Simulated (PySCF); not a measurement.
# Basis-set dependence of population analyses: `CP(C)C`

Compound: C3H9P.
Cartesian coordinates in Å at the PBE0-D3(BJ)/def2-SVP level; atoms count from 1:
```xyz
13
C3H9P angstrom
C     -0.4996    1.5176    0.3906
P     -0.1545   -0.2029    0.9776
C      1.5629   -0.4045    0.3192
C     -1.0833   -1.1493   -0.3130
H     -0.2742    1.6532   -0.6804
H      0.1022    2.2321    0.9729
H     -1.5596    1.7588    0.5634
H      1.6397   -0.1464   -0.7503
H      1.8887   -1.4469    0.4569
H      2.2525    0.2364    0.8895
H     -0.8233   -0.8344   -1.3377
H     -0.8698   -2.2238   -0.2069
H     -2.1648   -1.0095   -0.1626
```

PBE0 throughout (PySCF), one geometry, spherical d and f functions. Geometry: PBE0-D3(BJ)/def2-SVP; no solvent, vibrations or thermal averaging. Atoms taken as equivalent share a column and are averaged.

Mulliken charges (e):

| basis | functions | C1/C3/C4 | P2 | H5 (×9) |
| --- | --- | --- | --- | --- |
| pcSseg-0 | 58 | -0.979 | +0.618 | +0.258 |
| cc-pVDZ | 105 | -0.222 | +0.093 | +0.064 |
| aug-cc-pVDZ | 177 | +0.456 | +0.306 | -0.186 |
| IGLO-III | 239 | -0.585 | +0.443 | +0.146 |
| cc-pVTZ | 250 | -0.345 | +0.127 | +0.101 |

IAO charges (e):

```
      basis  functions  C1/C3/C4      P2  H5 (×9)
   pcSseg-0         58    -0.611  +0.444   +0.154
    cc-pVDZ        105    -0.602  +0.503   +0.145
aug-cc-pVDZ        177    -0.612  +0.499   +0.149
   IGLO-III        239    -0.625  +0.531   +0.149
    cc-pVTZ        250    -0.623  +0.520   +0.150
```

Hirshfeld charges (e):

```tsv
basis	functions	C1/C3/C4	P2	H5 (×9)
pcSseg-0	58	-0.155	+0.149	+0.035
cc-pVDZ	105	-0.161	+0.132	+0.039
aug-cc-pVDZ	177	-0.176	+0.144	+0.043
IGLO-III	239	-0.174	+0.151	+0.041
cc-pVTZ	250	-0.171	+0.133	+0.042
```

ESP-fitted charges (e):

| basis | functions | C1/C3/C4 | P2 | H5 (×9) |
| --- | --- | --- | --- | --- |
| pcSseg-0 | 58 | -0.527 | -0.066 | +0.183 |
| cc-pVDZ | 105 | -0.353 | -0.124 | +0.131 |
| aug-cc-pVDZ | 177 | -0.414 | -0.103 | +0.150 |
| IGLO-III | 239 | -0.408 | -0.081 | +0.145 |
| cc-pVTZ | 250 | -0.403 | -0.102 | +0.146 |

Some averages cover members that differ in this geometry, most widely: C1/C3/C4, ESP-fitted in pcSseg-0 -0.554 to -0.504; C1/C3/C4, ESP-fitted in aug-cc-pVDZ -0.439 to -0.391; C1/C3/C4, ESP-fitted in cc-pVTZ -0.427 to -0.380; C1/C3/C4, ESP-fitted in IGLO-III -0.432 to -0.385 e.

**Question.** Which scheme is steadiest as the basis changes?

**Answer.** Largest range over the bases for any column: Hirshfeld 0.02 e, IAO 0.09 e, ESP-fitted 0.17 e, Mulliken 1.43 e. Hirshfeld charges move least and Mulliken charges most, counted in e.

**Question.** How much do the charges still move between the two largest bases, IGLO-III and cc-pVTZ?

**Answer.** At most, over all atoms: Mulliken 0.315 e, IAO 0.011 e, Hirshfeld 0.018 e, ESP-fitted 0.022 e.

**Question.** What do the same runs give for the total energy, the frontier levels and the dipole moment?

**Answer.** 
```tsv
basis	energy (Eh)	HOMO (eV)	LUMO (eV)	μ (D)
pcSseg-0	-460.1392	-6.37	2.02	1.40
cc-pVDZ	-460.8149	-6.24	1.77	1.20
aug-cc-pVDZ	-460.8245	-6.36	-0.06	1.29
IGLO-III	-460.8755	-6.33	0.76	1.12
cc-pVTZ	-460.8726	-6.34	1.18	1.24
```

The dipole is fixed by the density alone, so its range of 0.28 D shows that the density itself changes with the basis, not only its division among atoms.
